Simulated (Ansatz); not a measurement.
Consider the isomerisation: `COCCF` → `OCCCF`.

Computed with Ansatz on PBE0-D4/def2-TZVP structures; ΔE is electronic, products minus reactants. CBS: MP2 limit from def2 TZ/QZ plus the TZ coupled-cluster correction, frozen cores. DFT in def2-TZVPP. B3LYP here is the variant with VWN-RPA as its local correlation; programs differ in this. Each species was taken in one conformer, which may not be the lowest.

`COCCF`:

Z-matrix (Å, degrees):
```
C
O 1 1.408
H 1 1.094 2 112.3
H 1 1.090 2 106.9 3 119.8
H 1 1.098 2 111.0 3 -121.6
C 2 1.400 1 114.6 3 68.6
C 6 1.507 2 114.7 1 -79.6
H 6 1.095 2 106.4 1 161.8
H 6 1.101 2 111.0 1 44.8
F 7 1.386 6 111.5 2 75.0
H 7 1.095 6 109.9 2 -165.7
H 7 1.094 6 110.5 2 -44.8
```

`OCCCF`:

Z-matrix (Å, degrees):
```
C
C 1 1.511
O 1 1.413 2 107.8
H 1 1.100 2 109.5 3 -120.8
H 1 1.097 2 109.6 3 121.3
C 2 1.505 1 113.0 3 178.2
H 2 1.094 1 109.4 3 -59.3
H 2 1.095 1 109.1 3 57.6
H 3 0.959 1 108.6 2 174.3
F 6 1.388 2 110.5 1 63.3
H 6 1.093 2 111.1 1 -177.5
H 6 1.095 2 111.6 1 -55.9
```

Question: Is it downhill or uphill in electronic energy at CCSD(T)/CBS, and by how much? (Estimate.)

Answer: The calculation gave: Downhill: ΔE = -0.50 eV.

Question: What do these levels give: r2SCAN-D4, B3LYP-D4, B2PLYP, PBE, B3LYP, MP2/def2-TZVPP, HF/def2-QZVPP, MP2/def2-QZVPP, SCS-MP2/def2-QZVPP, HF/CBS(def2), MP2/CBS(def2), CCSD/CBS(def2)? (An estimate is asked.)

Answer: Ansatz gave: r2SCAN-D4 -0.44, B3LYP-D4 -0.40, B2PLYP -0.44, PBE -0.43, B3LYP -0.41, MP2/def2-TZVPP -0.51, HF/def2-QZVPP -0.42, MP2/def2-QZVPP -0.52, SCS-MP2/def2-QZVPP -0.49, HF/CBS(def2) -0.42, MP2/CBS(def2) -0.54, CCSD/CBS(def2) -0.50 eV.

Largest T1 diagnostic among the species: 0.011.

In def2-TZVPP, CCSD(T) changes the Hartree–Fock value by −0.05 eV (the triples alone add +0.01 eV) and MP2 by −0.09 eV. From PBE to PBE0 (25 % exact exchange), in def2-TZVPP and without D4, ΔE moves by −0.03 eV.
